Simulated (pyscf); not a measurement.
H₃Si–O–ZnH (SMILES [SiH3][O][ZnH]) + HF (SMILES F) → F–ZnH (SMILES [F][ZnH]) + HO–SiH₃ (SMILES O[SiH3]), a four-centre exchange (singlet surface; O–Zn, F–H broken, F–Zn, H–O formed). PySCF, gas phase, ωB97X-D3(BJ)/def2-SVP geometries. Energies in kJ/mol from the separated reactants.

Small-basis levels: PySCF, no dispersion term, spherical d functions. 

Problem. In single points MP2/6-31G*+LANL2DZ puts the saddle at -77.0 kJ/mol and the reaction energy at -18.1 kJ/mol. Should these be trusted to within a few kcal/mol? Compare with ωB97M-D3(BJ)/def2-TZVP.

Solution. ωB97M-D3(BJ)/def2-TZVP gives ΔE‡ = -37.5 kJ/mol and ΔE = -16.3 kJ/mol. MP2/6-31G*+LANL2DZ lies 39.5 kJ/mol under it in the barrier and 1.8 kJ/mol under it in the reaction energy, so on this step it does not hold to within 12.6 kJ/mol. ωB97M-D3(BJ)/def2-TZVP has limits of its own. On the reactant side the descent ends in an adduct with a F–Zn contact, 47.8 kJ/mol under the separated species and 9.4 kJ/mol under the saddle at ωB97X-D3(BJ)/def2-TZVP. On the product side the descent ends in an adduct with a O–Zn contact, 54.7 kJ/mol under the separated species and 28.0 kJ/mol under the saddle at ωB97X-D3(BJ)/def2-TZVP. At ωB97M-D3(BJ) the saddle lies under the separated reactants, which points to a path from their complex (located at ωB97X-D3(BJ) alone). At ωB97M-D3(BJ) the saddle lies under the separated products, which points to a path from their complex (located at ωB97X-D3(BJ) alone). What is counted as formed (F–Zn) is already present as a longer contact in the reactant adduct; forming that adduct is a step of its own. What is counted as broken (O–Zn) persists as a longer contact in the product adduct; parting that adduct is a step of its own. This is the saddle that the search found; another between the same sides may lie lower. In the def2 sets elements up to Kr have no core potential.
